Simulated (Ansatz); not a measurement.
Task: a composite energy at a relaxed geometry of H₄N (charge +1), SMILES [NH4+], with the Python package of Ansatz (0.2.0). Give the script and its output. Settings (for the species named): PBE0, def2-SVP basis, multiplicity 1.

```
atom    x (Å)    y (Å)    z (Å)
   N   0.0001   0.0001   0.0000
   H   0.4559  -0.4507   0.8056
   H  -0.9779   0.2175   0.2366
   H   0.0241  -0.6373  -0.8082
   H   0.4979   0.8705  -0.2340
```

`h4n_composite.py`:
```python
import itertools

import ansatz as az
from ase import Atoms
from ase.data import atomic_numbers, covalent_radii
import numpy as np

atoms = Atoms(["N", "H", "H", "H", "H"], positions=[
    (8e-05, 5e-05, -1e-05),
    (0.45587, -0.45072, 0.80565),
    (-0.9779, 0.21754, 0.23655),
    (0.02408, -0.63735, -0.80822),
    (0.49788, 0.87048, -0.23397),
])
h4n = az.Crystal.molecule_from_ase(atoms)

base = h4n.calculation()
base = base.basis(gaussian="def2-SVP")
base = base.functional("pbe0")
base = base.charge(1)
symbols = [site.symbol for site in h4n.cartesian_sites]
start = np.array([site.position_ang for site in h4n.cartesian_sites], dtype=float)
data = base.relax(force_tolerance=0.01).run(threads=1, backend="cpu").report
end = np.array(data["positions_ang"])
radius = [covalent_radii[atomic_numbers[s]] for s in symbols]
span = lambda where, i, j: np.linalg.norm(where[i] - where[j])
bonded = [(i, j) for i, j in itertools.combinations(range(len(symbols)), 2) if min(span(start, i, j), span(end, i, j)) < 1.2 * (radius[i] + radius[j])]
print("pair        before    after (A)")
for i, j in bonded:
    print(f"{symbols[i]}{i}-{symbols[j]}{j}".ljust(10), f"{span(start, i, j):8.4f} {span(end, i, j):8.4f}")
for first, second in list(itertools.combinations(bonded, 2)):
    shared = set(first) & set(second)
    if shared and symbols[(j := shared.pop())] != "H":
        i, k = sorted((set(first) | set(second)) - {j})
        u, v = end[i] - end[j], end[k] - end[j]
        angle = np.degrees(np.arccos(np.clip(u @ v / np.linalg.norm(u) / np.linalg.norm(v), -1, 1)))
        print(f"final angle {symbols[i]}{i}-{symbols[j]}{j}-{symbols[k]}{k}: {angle:.2f} deg")

minimum = az.Crystal.molecule()
for symbol, place in zip(symbols, end):
    minimum = minimum.atom(symbol, place.tolist())
at_minimum = minimum.calculation().charge(1)
level = lambda method, basis: at_minimum.basis(gaussian=basis).correlation(method).run(threads=1, backend="cpu").report
small, large, cluster = level("mp2", "cc-pVDZ"), level("mp2", "cc-pVTZ"), level("ccsd_t", "cc-pVDZ")
corr = lambda each: (each["free_energy_ev"] - each["reference_energy_ev"]) / 27.211386246
mp2_limit = (27 * corr(large) - 8 * corr(small)) / 19
pieces = {"HF / cc-pVTZ": large["reference_energy_ev"] / 27.211386246, "MP2 correlation, DZ-TZ limit": mp2_limit, "CCSD(T) - MP2 / cc-pVDZ": corr(cluster) - corr(small)}
for name, value in pieces.items():
    print(f"{name:32s} {value:14.6f} Ha")
print(f"{'sum':32s} {sum(pieces.values()):14.6f} Ha")
print("T1 diagnostic", round(cluster["correlation"]["coupled_cluster"]["t1_diagnostic"], 4))
```

Running `python h4n_composite.py` prints:
```text
pair        before    after (A)
N0-H1        1.0296   1.0296
N0-H2        1.0294   1.0296
N0-H3        1.0296   1.0296
N0-H4        1.0297   1.0297
final angle H1-N0-H2: 109.47 deg
final angle H1-N0-H3: 109.46 deg
final angle H1-N0-H4: 109.49 deg
final angle H2-N0-H3: 109.47 deg
final angle H2-N0-H4: 109.46 deg
final angle H3-N0-H4: 109.48 deg
HF / cc-pVTZ                         -56.563423 Ha
MP2 correlation, DZ-TZ limit          -0.248260 Ha
CCSD(T) - MP2 / cc-pVDZ               -0.021972 Ha
sum                                  -56.833655 Ha
T1 diagnostic 0.0048
```

Notes:
- Total energies depend on the basis set; only differences at equal settings carry meaning.
- The sum leaves out core correlation, relativity, the Hartree-Fock basis error and zero-point energy; a DZ-TZ extrapolation is rough.
- Inner cores stay frozen, so this is valence correlation.
- Run time: 1.7 s on 1 thread of Arm Neoverse V2, with other jobs on the host, peak memory 0.18 GiB.
